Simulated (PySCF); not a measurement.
Molfile (atoms numbered from 1):
```
F2H2P2
     RDKit          3D

  6  5  0  0  0  0  0  0  0  0999 V2000
   -1.4033   -0.9752   -1.0798 F   0  0  0  0  0  0  0  0  0  0  0  0
   -0.8648    0.4215   -0.4751 P   0  0  0  0  0  0  0  0  0  0  0  0
   -1.7645    0.4807    0.8639 F   0  0  0  0  0  0  0  0  0  0  0  0
    0.9580   -0.4279    0.5065 P   0  0  0  0  0  0  0  0  0  0  0  0
    1.3962    0.8808    0.8881 H   0  0  0  0  0  0  0  0  0  0  0  0
    1.6830   -0.3771   -0.7268 H   0  0  0  0  0  0  0  0  0  0  0  0
  1  2  1  0
  2  3  1  0
  2  4  1  0
  4  5  1  0
  4  6  1  0
M  END
```

Geometry: PBE0-D3(BJ)/def2-SVP; GIAO shifts from PySCF 2.14, gas phase, non-relativistic, averaged over equivalent atoms.

At PBE0/cc-pVDZ (74 basis functions, 3.3 s wall time on 1 thread of an Arm Neoverse V1, shared host):
```
atoms  δ (ppm)
F1/F3    -87.7
   P2    295.1
   P4   -139.0
H5/H6     2.39
```

References, each an isolated molecule treated in the same way: $^{19}$F (σref 200.93) against CFCl3; $^{31}$P (σref 389.39) vs H3PO4; $^{1}$H (σref 31.29) against TMS.

**Question.** What do these become at PBE0/IGLO-III?

**Answer.** 
| atoms | δ at PBE0/IGLO-III | change |
| --- | --- | --- |
| F1/F3 | -92.7 | -5.0 |
| P2 | 315.5 | +20.4 |
| P4 | -170.1 | -31.1 |
| H5/H6 | 2.69 | +0.30 |

References, each an isolated molecule treated in the same way: $^{19}$F (σref 174.63) vs CFCl3; $^{31}$P (σref 306.76) vs H3PO4; $^{1}$H (σref 31.37) against TMS.

The largest change is at P4 (phosphorus bonded to P, 2 H). Cost: 178 basis functions, 8.7 s wall time on 1 thread of an Arm Neoverse V1, shared host.

Unscaled 19F shifts against computed CFCl3 carry errors that often reach 10 to 50 ppm. Experimental scales use liquid or dissolved standards, which lie at an offset from isolated H3PO4.
